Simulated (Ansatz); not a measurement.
For rock-salt AgBr, LDA (plane waves, PAW; Ansatz, a program for electronic structure) gives:

| Item | Value |
|---|---|
| lattice constant a | 5.584 Å |
| bulk modulus B0 | 63.3 GPa |
| cohesive energy | 3.04 eV/atom |
| band gap at the measured cell | 0.38 eV |
| elastic constant C11 | 96.3 GPa |
| elastic constant C44 | 7.4 GPa |
| polycrystal shear modulus | 12.3 GPa |

Q: What does HSE06 (PAW; Ansatz) give for the same quantities?

A: 
- lattice constant a: 5.830 Å (grows by 4.4 %)
- bulk modulus: 38.6 GPa (decreases by 39 %)
- cohesive energy: 2.28 eV/atom (shrinks by 0.76 eV/atom)
- band gap at the measured cell: 2.03 eV (increases by 1.65 eV)
- elastic constant C11: 53.5 GPa (decreases by 44 %)
- elastic constant C44: 8.3 GPa (rises by 12 %)
- Voigt–Reuss–Hill shear modulus: 9.4 GPa (drops by 24 %)

For comparison: lattice constant a 5.772 Å (measured, temperature not stated, no zero-point or thermal correction; as tabulated in Jana et al. (2018), arXiv:1803.03840); bulk modulus 43.8 GPa (measured, 195 K, not corrected to a static lattice; as tabulated in Jochym and Parlinski (2001), arXiv:1301.6254); band gap 2.71 eV (measured, 2 K, not corrected to a static lattice, resonant Raman scattering, indirect; as tabulated in Zhang, Jiang, Phys. Rev. B 100, 205123 (2019)); elastic constant C11 63.1 GPa (measured, 195 K, no zero-point or thermal correction; as tabulated in Jochym and Parlinski (2001), arXiv:1301.6254); elastic constant C44 7.7 GPa (measured, 195 K, no zero-point or thermal correction; as tabulated in Jochym and Parlinski (2001), arXiv:1301.6254).

Changes are worked out from the printed values.

Unless a cell is named, each level is at its own relaxed cell (LDA 21.76, HSE06 24.77 Å³/atom).

Levels without +SOC have no spin–orbit coupling; where heavier elements are present it shifts gaps, mostly down, and can invert bands. Density-functional gaps are differences of (generalised) Kohn–Sham levels.

Ansatz's density-functional and Hartree–Fock values are scalar-relativistic unless marked +SOC, with PAW data made under PBE.
